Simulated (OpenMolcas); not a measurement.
**One shape, several levels: SiO2 (silicon dioxide molecule)**

Wanted: a comparison of 6 runs (B3LYP/STO-3G, PBE0/STO-3G, SVWN5/STO-3G, UB3LYP/STO-3G, MP2/STO-3G, CISD/STO-3G) of SiO2 (silicon dioxide molecule). 

Program for the calculation: OpenMolcas 26.06.

3 further runs of the same task are left out: 1 for a known fault of the program, 1 that didn't finish, 1 set aside as unsound or not needed.

## (1) Starting point

SiO2: 3 atoms, total charge 0, spin state singlet. As SMILES, `O=[Si]=O`. The Si2–O3 distance was set to 3.012 Å, away from the relaxed value. At this shape a bond of the SMILES string is far longer than usual.

Bond lengths: O1–Si2 1.506 Å. A long bond or contact: Si2–O3 3.012 Å.

## (2) The energy at B3LYP/STO-3G (run 1)

File calc.inp:

```
* O2Si Kohn-Sham DFT

&GATEWAY
 BasLib
 $CurrDir
 Coord
 3
 angstrom
 O        1.395456       2.459221       1.037524
 Si       0.697716       1.229621       0.518764
 O       -0.697730      -1.229610      -0.518760
 Basis
 STO-3G
 Group
 NoSym

&SEWARD
 GridInput
 Grid=UltraFine
 End of Grid

&SCF
 KSDFT
 B3LYP
 Thresholds
 1e-10 1e-07 1e-07 1e-05
 PrOrbitals
 1 1
```

The basis set STO-3G is read from a file made from the Basis Set Exchange's data (not shown).

Launch:

```
$ export MOLCAS_MEM=1860
$ pymolcas calc.inp > calc.log
```

Log:

```text
--- Start Module: gateway ---
[...]
--- Stop Module: gateway /rc=_RC_ALL_IS_WELL_ ---
--- Start Module: seward ---
[...]
      Basis functions           19
--- Stop Module: seward /rc=_RC_ALL_IS_WELL_ ---
--- Start Module: scf ---
[...]
       Convergence after  16 Iterations
[...]
::    Total KS-DFT energy                            -434.2089209289
[...]
      Total spin, S                                     0.0000000000
[...]
      Total electronic charge=   30.000000
      Total            charge=   -0.000000
[...]
      Dipole Moment (debye):
      Origin of the operator (angstrom)=    0.5116    0.9016    0.3804
                   X=  2.2602E-02               Y=  3.9870E-02               Z=  1.6817E-02           Total=  4.8819E-02
      Quadrupole Moment (debye*angstrom):
[...]
--- Stop Module: scf /rc=_RC_ALL_IS_WELL_ ---
[...]
```

Wall time 4.2 s (1 thread of Arm Neoverse V1, shared host); peak memory 0.37 GiB.

## (3) A single-point energy at PBE0/STO-3G (run 2)

File calc.inp:

```
>>> EXPORT MOLCAS_PRINT=2

&GATEWAY
  BASLIB = $CurrDir
  COORD
  3
  angstrom
  O        1.395456       2.459221       1.037524
  Si       0.697716       1.229621       0.518764
  O       -0.697730      -1.229610      -0.518760
  BASIS = STO-3G
  GROUP = NoSym

&SEWARD
  GRIDINPUT
  Grid=UltraFine
  End of Grid

&SCF
  KSDFT = PBE0
  THRESHOLDS = 1e-10 1e-07 1e-07 1e-05
  PRORBITALS = 1 1
```

The basis set STO-3G is read from a file made from the Basis Set Exchange's data (not shown).

Launch:

```
$ export MOLCAS_MEM=1860
$ pymolcas calc.inp > calc.log
```

Log:

```text
--- Start Module: gateway ---
[...]
--- Stop Module: gateway /rc=_RC_ALL_IS_WELL_ ---
--- Start Module: seward ---
[...]
      Basis functions           19
--- Stop Module: seward /rc=_RC_ALL_IS_WELL_ ---
--- Start Module: scf ---
[...]
       Convergence after  15 Iterations
[...]
::    Total KS-DFT energy                            -433.9533246687
[...]
      Total spin, S                                     0.0000000000
[...]
      Total electronic charge=   30.000000
      Total            charge=   -0.000000
[...]
      Dipole Moment (debye):
      Origin of the operator (angstrom)=    0.5116    0.9016    0.3804
                   X= -3.3792E-02               Y= -5.9517E-02               Z= -2.5113E-02           Total=  7.2903E-02
      Quadrupole Moment (debye*angstrom):
[...]
--- Stop Module: scf /rc=_RC_ALL_IS_WELL_ ---
[...]
```

Run time: 3.9 s. Hardware: 1 thread of Arm Neoverse V1, shared host; peak memory 0.37 GiB.

Runs 3 to 5 aren't shown in full; the table further down has their settings and results.

## (4) A single-point energy at CISD/STO-3G (run 6)

File calc.input:

```
&GATEWAY
 BasLib=$CurrDir
 Coord
 3
 angstrom
 O        1.395456       2.459221       1.037524
 Si       0.697716       1.229621       0.518764
 O       -0.697730      -1.229610      -0.518760
 Basis=STO-3G
 Group=NoSym

&SEWARD

&SCF
 Thresholds=1e-10 1e-07 1e-07 1e-05
 PrOrbitals=1 1

&MOTRA
 Frozen=7

&GUGA
 Electrons=16
 Spin=1
 Inactive=8
 Active=0
 CIAll=1

&CPF
 SDCI
```

The basis set STO-3G is read from a file made from the Basis Set Exchange's data (not shown).

Launch:

```
$ export MOLCAS_MEM=1860
$ pymolcas calc.input > calc.log
```

Log:

```text
--- Start Module: gateway ---
[...]
--- Stop Module: gateway /rc=_RC_ALL_IS_WELL_ ---
[...]
      Basis functions           19
[...]
       Convergence after  14 Iterations
[...]
::    Total SCF energy                               -433.0638851695
[...]
      Total spin, S                                     0.0000000000
[...]
      *** WARNING: Default frozen orbitals is overwritten by user input.
      *** Default values:   4
[...]
--- Start Module: guga ---
[...]
--- Stop Module: guga /rc=_RC_ALL_IS_WELL_ ---
--- Start Module: cpf ---
[...]
      Active orbitals                            0       0
[...]
      Spin quantum number                      0.0
[...]
     FINAL CI ENERGY          -433.21697218
     FINAL CORRELATION ENERGY   -0.15308701  REFERENCE ENERGY    -433.06388517
[...]
     REL. CI ENERGY           -433.21697218
[...]
      Total electronic charge=   30.000000
      Total            charge=    0.000000
[...]
      Dipole Moment (debye):
      Origin of the operator (angstrom)=    0.5116    0.9016    0.3804
                   X= -2.0881E-01               Y= -3.6796E-01               Z= -1.5524E-01           Total=  4.5066E-01
      Quadrupole Moment (debye*angstrom):
[...]
--- Stop Module: cpf /rc=_RC_ALL_IS_WELL_ ---
[...]
```

Wall time 1.8 s (1 thread of Arm Neoverse V1, shared host); peak memory 0.37 GiB.

## (5) Overview of the runs

```csv
run,level,scramble,integration grid,energy (Eh),dipole moment (D) of the reference,HOMO energy (eV),LUMO energy (eV),wall time
1,B3LYP/STO-3G,–,UltraFine,-434.208921,0.05,-3.02,-0.88,4.2 s
2,PBE0/STO-3G,–,UltraFine,-433.953325,0.07,-3.53,-0.66,3.9 s
3,SVWN5/STO-3G,–,UltraFine,-431.897268,2.22,-1.51,-1.31,12 s
4,UB3LYP/STO-3G,0.25,UltraFine,-434.286433,0.87,-3.94,0.45,14 s
5,MP2/STO-3G,–,–,-433.220843,1.61,-7.97,6.52,1.7 s
6,CISD/STO-3G,–,–,-433.216972,1.61,-7.97,6.52,1.8 s
```

## (6) Results

```
                                          quantity          value
                               run 6: total energy  -433.21697 Eh
         run 6: dipole moment (mean-field density)         1.61 D
        run 6: HOMO energy (Hartree–Fock orbitals)       -7.97 eV
        run 6: LUMO energy (Hartree–Fock orbitals)        6.52 eV
      run 6: HOMO–LUMO gap (Hartree–Fock orbitals)       14.48 eV
run 6: correlation energy (7 core orbitals frozen)     -153.1 mEh
```

**Reading.** Over runs 1, 2, 3, 4 the dipole moment (its size) runs from 0.05 D (B3LYP/STO-3G) to 2.22 D (SVWN5/STO-3G). Over runs 1, 2, 3, 4 the HOMO–LUMO gap runs from 0.20 eV (SVWN5/STO-3G) to 4.39 eV (UB3LYP/STO-3G). Totals of different functionals can't be ranked against each other. In runs 1, 2, 3, 4, 5, 6 the basis is minimal, so the values are rough. In runs 1, 2, 3, 5, 6 a closed-shell determinant meets a far-stretched bond, which it describes badly. Spin contamination of the reference: run 4 ⟨S²⟩ = 1.00. Where it is this large, the reference is a mixture of spin states, and values that rest on it are in doubt. All runs together took 38 s, the longest 14 s.
